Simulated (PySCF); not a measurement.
# Worked example: correlation energy of CH$_{3}$, doublet

Geometry: MP2(full)/6-31G*, from the G2/97 set.

```json
{"atom": "C", "x (Å)": "0.0000", "y (Å)": "0.0000", "z (Å)": "0.0000"}
{"atom": "H", "x (Å)": "0.0000", "y (Å)": "1.0784", "z (Å)": "0.0000"}
{"atom": "H", "x (Å)": "0.9339", "y (Å)": "-0.5392", "z (Å)": "0.0000"}
{"atom": "H", "x (Å)": "-0.9339", "y (Å)": "-0.5392", "z (Å)": "0.0000"}
```

Basis 6-31G* (Cartesian d functions); PySCF 2.14.0. Correlated methods freeze the noble-gas cores, which leaves 7 electrons in 20 orbitals. Prefix R: restricted or restricted open-shell reference; prefix U: unrestricted.

Full CI is exact within this basis and frozen core; it isn't the basis-set limit. The frozen core follows each run's orbitals, which can shift R against U totals by a few meV.

Restricted and unrestricted runs freeze slightly different cores, so steps under 0.1 kcal/mol mean nothing.

```tsv
level	total energy (hartree)
UHF	-39.558918
UMP2	-39.668750
UCCSD	-39.688913
UCCSD(T)	-39.690980
UCCSDT	-39.691335
full CI	-39.691382
```

Problem. What is the correlation energy at full CI, and what share of it do UMP2 and UCCSD recover?

Solution. E(corr) = -39.691382 − (-39.558918) = -0.132464 hartree = -3.605 eV. UMP2: -0.109832 / -0.132464 = 82.91 %. UCCSD: -0.129995 / -0.132464 = 98.14 %.

Problem. By how many kcal/mol does UCCSD(T) miss full CI (1 hartree = 627.509 kcal/mol), and which steps make up the rest?

Solution. -39.690980 − (-39.691382) = 0.000402 hartree = 0.25 kcal/mol. Steps: UCCSDT − UCCSD(T) = -0.22, full CI − UCCSDT = -0.03 kcal/mol. That is within 1 kcal/mol of the reference in this basis, which itself misses far more of the correlation at the basis-set limit.
